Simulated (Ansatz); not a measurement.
Elements on the sites of an ideal bcc lattice, at a guessed lattice constant:

```
Cu Ga Au
1.0
     6.15345    0.00000    0.00000
     0.00000    6.15345    0.00000
     0.00000    0.00000    6.15345
Cu Ga Au
10 5 1
Direct
  0.00000 0.00000 0.00000
  0.50000 0.00000 0.00000
  0.00000 0.50000 0.00000
  0.00000 0.00000 0.50000
  0.25000 0.25000 0.25000
  0.50000 0.50000 0.00000
  0.00000 0.50000 0.50000
  0.25000 0.25000 0.75000
  0.75000 0.75000 0.25000
  0.25000 0.75000 0.75000
  0.50000 0.00000 0.50000
  0.75000 0.25000 0.25000
  0.25000 0.75000 0.25000
  0.50000 0.50000 0.50000
  0.75000 0.75000 0.75000
  0.75000 0.25000 0.75000
```

Cell and atoms were relaxed without symmetry on coarser meshes and computed once more. Level of theory: DFT PBEsol, scalar-relativistic, plane waves, PAW (Ansatz 0.2.0).

Plane waves to 420 eV, a k mesh through Γ of 6×6×6 on the computed 16-atom cell and Gaussian smearing (0.10 eV); no spin polarisation.

The relaxation ran on 2×2×2 (shifted) and then 4×4×3 k points with a smearing of 0.1 eV, from sites shaken by 0.02 Å.

Q: What does the relaxation give?

A: A volume of 12.80 Å³/atom and no gap on the mesh. It lies 0.09 eV/atom below the elements' standard states (static lattices, no corrections for gases). The atoms leave their sites by 0.41 Å (root mean square) and 0.50 Å at most, and the cell stretches by up to 9.5 % at fixed volume.

```yaml
crystal:
  lattice:
    - [6.16685, 0.00007, -0.23235]
    - [0.00007, 5.33439, -0.00003]
    - [-0.24917, -0.00018, 6.23687]
  atoms:
    - { symbol: Cu, position: [0.96148, 0.99413, 0.04639] }
    - { symbol: Cu, position: [0.53790, 0.99593, 0.96504] }
    - { symbol: Cu, position: [0.96146, 0.50540, 0.04639] }
    - { symbol: Cu, position: [0.04155, 0.99653, 0.44895] }
    - { symbol: Cu, position: [0.29356, 0.24974, 0.21094] }
    - { symbol: Cu, position: [0.53791, 0.50354, 0.96503] }
    - { symbol: Cu, position: [0.04154, 0.50299, 0.44893] }
    - { symbol: Cu, position: [0.21193, 0.24974, 0.80198] }
    - { symbol: Cu, position: [0.69976, 0.74975, 0.29826] }
    - { symbol: Cu, position: [0.20876, 0.74974, 0.79115] }
    - { symbol: Ga, position: [0.43823, 0.99850, 0.54916] }
    - { symbol: Ga, position: [0.72113, 0.24974, 0.26742] }
    - { symbol: Ga, position: [0.28543, 0.74974, 0.18860] }
    - { symbol: Ga, position: [0.43820, 0.50102, 0.54915] }
    - { symbol: Ga, position: [0.81113, 0.74982, 0.71480] }
    - { symbol: Au, position: [0.78970, 0.24977, 0.70471] }
```

The final mesh leaves forces up to 0.18 eV/Å and stresses up to 1.6 GPa: the relaxation ran on a coarser mesh, so the cell's shape, its bonds and its energy belong partly to that mesh.

Spin-orbit coupling is left out, which matters for the bands of heavy elements.

Cost: 2 runs of about 19 core-minutes in all (earlier runs that led there not counted), on AMD EPYC 7R43 (Zen 3) (shared hosts).